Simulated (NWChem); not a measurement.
Program: NWChem. System: S, charge 0, spin multiplicity 3. Its SCF solution wasn't tested for a lower state. Level: ROCCSDT/3-21G, 5 core orbitals frozen.

Input file:

```
start mol
memory heap 100 mb stack 700 mb global 1900 mb
geometry units angstroms nocenter noautoz
  S      0.000000     0.000000     0.000000
  symmetry group D2h
end
basis spherical
  * library 3-21g
end
scf
  rohf
  nopen 2
  maxiter 100
  thresh 1e-7
  semidirect memsize 60000000 filesize 0
  # guess.movecs holds the orbitals of an unrestricted PBE0 run
  vectors input guess.movecs swap 7 9 output mol.movecs
end
tce
  freeze core 5
  ccsdt
  2eorb
  2emet 13
  thresh 1e-6
  maxiter 100
  tilesize 24
end
task tce energy
```

Part of the output:

```
             Northwest Computational Chemistry Package (NWChem) 7.3.0
             --------------------------------------------------------

                                NWChem Input Module
                                -------------------

 Scaling coordinates for geometry "geometry" by  1.889725989
 (inverse scale =  0.529177249)

                             Geometry "geometry" -> ""
                             -------------------------

 Output coordinates in angstroms (scale by  1.889725989 to convert to a.u.)

  No.       Tag          Charge          X              Y              Z
 ---- ---------------- ---------- -------------- -------------- --------------
    1 S                   16.0000     0.00000000     0.00000000     0.00000000

 Effective nuclear repulsion energy (a.u.)       0.0000000000

            Nuclear Dipole moment (a.u.)
            ----------------------------
        X                 Y               Z
 ---------------- ---------------- ----------------
     0.0000000000     0.0000000000     0.0000000000

      Symmetry information
      --------------------

 Group name             D2h
 Group number             26
 Group order               8
 No. of unique centers     1

      Symmetry unique atoms

     1


 Summary of "ao basis" -> "" (spherical)
 ------------------------------------------------------------------------------
       Tag                 Description            Shells   Functions and Types
 ---------------- ------------------------------  ------  ---------------------
 *                           3-21g                    on all atoms

 Summary of "ao basis" -> "ao basis" (spherical)
 ------------------------------------------------------------------------------
       Tag                 Description            Shells   Functions and Types
 ---------------- ------------------------------  ------  ---------------------
 S                           3-21g                   7       13   4s3p

                                 NWChem SCF Module
                                 -----------------

  ao basis        = "ao basis"
  functions       =    13
  atoms           =     1
  closed shells   =     7
  open shells     =     2
  charge          =   0.00
  wavefunction    = ROHF
  use symmetry    = T
  symmetry adapt  = T

 Summary of "ao basis" -> "ao basis" (spherical)
 ------------------------------------------------------------------------------
       Tag                 Description            Shells   Functions and Types
 ---------------- ------------------------------  ------  ---------------------
 S                           3-21g                   7       13   4s3p

      Symmetry analysis of basis
      --------------------------

        ag          4
        au          0
        b1g         0
        b1u         3
        b2g         0
        b2u         3
        b3g         0
        b3u         3

 Forming initial guess at       0.0s

 Swapping ROHF orbitals     7    9

      Symmetry analysis of molecular orbitals - initial
      -------------------------------------------------

  Numbering of irreducible representations:

     1 ag          2 au          3 b1g         4 b1u         5 b2g
     6 b2u         7 b3g         8 b3u

  Orbital symmetries:

     1 ag          2 ag          3 b3u         4 b1u         5 b2u
     6 ag          7 b2u         8 b1u         9 b3u        10 ag
    11 b1u        12 b3u        13 b2u

 Starting SCF solution at       0.0s

 ----------------------------------------------
         Quadratically convergent ROHF

 Convergence threshold     :          1.000E-07
 Maximum no. of iterations :          100
 Final Fock-matrix accuracy:          1.000E-09
 ----------------------------------------------

              iter       energy          gnorm     gmax       time
             ----- ------------------- --------- --------- --------
                 1     -395.5485564374  3.32D-01  2.26D-01      0.0
                 2     -395.5510742783  1.81D-02  1.19D-02      0.0
                 3     -395.5510833394  2.42D-04  1.43D-04      0.0
                 4     -395.5510833527  4.84D-08  3.10D-08      0.0

       Final ROHF results
       ------------------

         Total SCF energy =   -395.551083352683
      One-electron energy =   -547.331558590822
      Two-electron energy =    151.780475238139
 Nuclear repulsion energy =      0.000000000000

        Time for solution =      0.0s

       Symmetry analysis of molecular orbitals - final
       -----------------------------------------------

  Numbering of irreducible representations:

     1 ag          2 au          3 b1g         4 b1u         5 b2g
     6 b2u         7 b3g         8 b3u

  Orbital symmetries:

     1 ag          2 ag          3 b3u         4 b1u         5 b2u
     6 ag          7 b2u         8 b3u         9 b1u        10 ag
    11 b1u        12 b3u        13 b2u

             Final eigenvalues
             -----------------

              1
    1  -91.3480
    2   -8.9438
    3   -6.6167
    4   -6.6167
    5   -6.6133
    6   -0.8758
    7   -0.3939
    8   -0.2233
    9   -0.2233
   10    0.5723
   11    0.6922
   12    0.6922
   13    0.7010

                       ROHF Final Molecular Orbital Analysis
                       -------------------------------------

 Vector    7  Occ=2.000000D+00  E=-3.939119D-01  Symmetry=b2u
              MO Center= -8.8D-41, -4.4D-24,  8.7D-41, r^2= 1.4D+00
   Bfn.  Coefficient  Atom+Function         Bfn.  Coefficient  Atom+Function
  ----- ------------  ---------------      ----- ------------  ---------------
     8      0.572307  1 S  py                12      0.560529  1 S  py
     4     -0.266600  1 S  py

 Vector    8  Occ=1.000000D+00  E=-2.233085D-01  Symmetry=b3u
              MO Center=  1.4D-24, -1.1D-43,  2.1D-61, r^2= 1.4D+00
   Bfn.  Coefficient  Atom+Function         Bfn.  Coefficient  Atom+Function
  ----- ------------  ---------------      ----- ------------  ---------------
     7      0.604196  1 S  px                11      0.529822  1 S  px
     3     -0.277427  1 S  px

 Vector    9  Occ=1.000000D+00  E=-2.233085D-01  Symmetry=b1u
              MO Center= -1.5D-61, -5.3D-44, -7.2D-25, r^2= 1.4D+00
   Bfn.  Coefficient  Atom+Function         Bfn.  Coefficient  Atom+Function
  ----- ------------  ---------------      ----- ------------  ---------------
     9      0.604196  1 S  pz                13      0.529822  1 S  pz
     5     -0.277427  1 S  pz

 Vector   10  Occ=0.000000D+00  E= 5.723344D-01  Symmetry=ag
              MO Center= -5.7D-23, -4.0D-24, -6.8D-23, r^2= 2.2D+00
   Bfn.  Coefficient  Atom+Function         Bfn.  Coefficient  Atom+Function
  ----- ------------  ---------------      ----- ------------  ---------------
     6      1.828398  1 S  s                 10     -1.722110  1 S  s
     2     -0.375404  1 S  s

 Vector   11  Occ=0.000000D+00  E= 6.921926D-01  Symmetry=b1u
              MO Center=  7.0D-57,  3.8D-40,  6.9D-23, r^2= 2.4D+00
   Bfn.  Coefficient  Atom+Function         Bfn.  Coefficient  Atom+Function
  ----- ------------  ---------------      ----- ------------  ---------------
     9      1.229064  1 S  pz                13     -1.193852  1 S  pz
     5     -0.342450  1 S  pz

 Vector   12  Occ=0.000000D+00  E= 6.921926D-01  Symmetry=b3u
              MO Center=  5.6D-23, -2.5D-40, -6.8D-61, r^2= 2.4D+00
   Bfn.  Coefficient  Atom+Function         Bfn.  Coefficient  Atom+Function
  ----- ------------  ---------------      ----- ------------  ---------------
     7      1.229064  1 S  px                11     -1.193852  1 S  px
     3     -0.342450  1 S  px

 center of mass
 --------------
 x =   0.00000000 y =   0.00000000 z =   0.00000000

 moments of inertia (a.u.)
 ------------------
           0.000000000000           0.000000000000           0.000000000000
           0.000000000000           0.000000000000           0.000000000000
           0.000000000000           0.000000000000           0.000000000000

  Mulliken analysis of the total density
  --------------------------------------

    Atom       Charge   Shell Charges
 -----------   ------   -------------------------------------------------------
    1 S   16    16.00   2.00  1.97  5.88  1.07  2.17  0.96  1.94

 Mulliken analysis of the open-shell density
 -------------------------------------------

    Atom       Charge   Shell Charges
 -----------   ------   -------------------------------------------------------
    1 S   16     2.00   0.00  0.00  0.03  0.00  1.03  0.00  0.94

       Multipole analysis of the density wrt the origin
       ------------------------------------------------

     L   x y z        total         open         nuclear
     -   - - -        -----         ----         -------
     0   0 0 0     -0.000000     -2.000000     16.000000

     1   1 0 0      0.000000     -0.000000      0.000000
     1   0 1 0      0.000000      0.000000      0.000000
     1   0 0 1      0.000000      0.000000      0.000000

     2   2 0 0     -8.990785     -3.922756      0.000000
     2   1 1 0     -0.000000      0.000000      0.000000
     2   1 0 1      0.000000     -0.000000      0.000000
     2   0 2 0    -11.119515     -1.961378      0.000000
     2   0 1 1      0.000000     -0.000000      0.000000
     2   0 0 2     -8.990785     -3.922756      0.000000

                   NWChem Extensible Many-Electron Theory Module
                   ---------------------------------------------


            General Information
            -------------------
      Number of processors :     1
         Wavefunction type : Restricted open-shell Hartree-Fock
          No. of electrons :    16
           Alpha electrons :     9
            Beta electrons :     7
           No. of orbitals :    26
            Alpha orbitals :    13
             Beta orbitals :    13
        Alpha frozen cores :     5
         Beta frozen cores :     5
     Alpha frozen virtuals :     0
      Beta frozen virtuals :     0
         Spin multiplicity : triplet
    Number of AO functions :    13
       Number of AO shells :     7
        Use of symmetry is : on
      Symmetry adaption is : on
         Schwarz screening : 0.10D-09

          Correlation Information
          -----------------------
          Calculation type : Coupled-cluster singles, doubles, & triples
   Perturbative correction : none
            Max iterations :      100
        Residual threshold : 0.10D-05
     T(0) DIIS level shift : 0.00D+00
     L(0) DIIS level shift : 0.00D+00
     T(1) DIIS level shift : 0.00D+00
     L(1) DIIS level shift : 0.00D+00
     T(R) DIIS level shift : 0.00D+00
     T(I) DIIS level shift : 0.00D+00
   CC-T/L Amplitude update :  5-th order DIIS
                I/O scheme : Global Array Library
        L-threshold :  0.10D-05
        EOM-threshold :  0.10D-05
 no EOMCCSD initial starts read in
 TCE RESTART OPTIONS
 SLICE:      F
 D4D5:       F
 quantumc:   F
 qrotation:  F
 pwtce:      F
 qducc:      F
 nacto:                         0
 nrotv:                         0
 nrot:                          0

            Memory Information
            ------------------
          Available GA space size is     249036462 doubles
          Available MA space size is     104856236 doubles

 Maximum block size supplied by input
 Maximum block size        24 doubles

 tile_dim =      1

 -------------------------------------------------

 Global array virtual files algorithm will be used

 Parallel file system coherency ......... OK

 4-electron integrals stored in orbital form

 v2    file size   =              138
 4-index algorithm nr.  13 is used
 imaxsize =       30
 imaxsize ichop =        0
 IN MAPPING 1 for UCC(4),CCSDT,CCSDTQ


 CCSDT iterations
 --------------------------------------------------------
 Iter          Residuum       Correlation     Cpu    Wall
 --------------------------------------------------------
    1   0.0459426326808  -0.0219061519374     0.9     0.9
    2   0.0136588050974  -0.0253547061095     0.9     0.9
    3   0.0045154436871  -0.0262105771581     0.9     0.9
    4   0.0015740157569  -0.0264368300737     1.1     1.1
    5   0.0005707485649  -0.0265049755729     1.6     1.6
    6   0.0000415176084  -0.0265399039176     1.6     1.6
    7   0.0000085838149  -0.0265392983425     1.5     1.5
    8   0.0000029567700  -0.0265392373506     1.6     1.6
    9   0.0000011903340  -0.0265392123189     1.6     1.6
   10   0.0000005125645  -0.0265392029240     1.5     1.5
 --------------------------------------------------------
 Iterations converged
 CCSDT correlation energy / hartree =        -0.026539202923992
 CCSDT total energy / hartree       =      -395.577622555606524

 Singles contributions

 Doubles contributions

 Task  times  cpu:       13.5s     wall:       13.5s

 Total times  cpu:       13.5s     wall:       13.5s
```
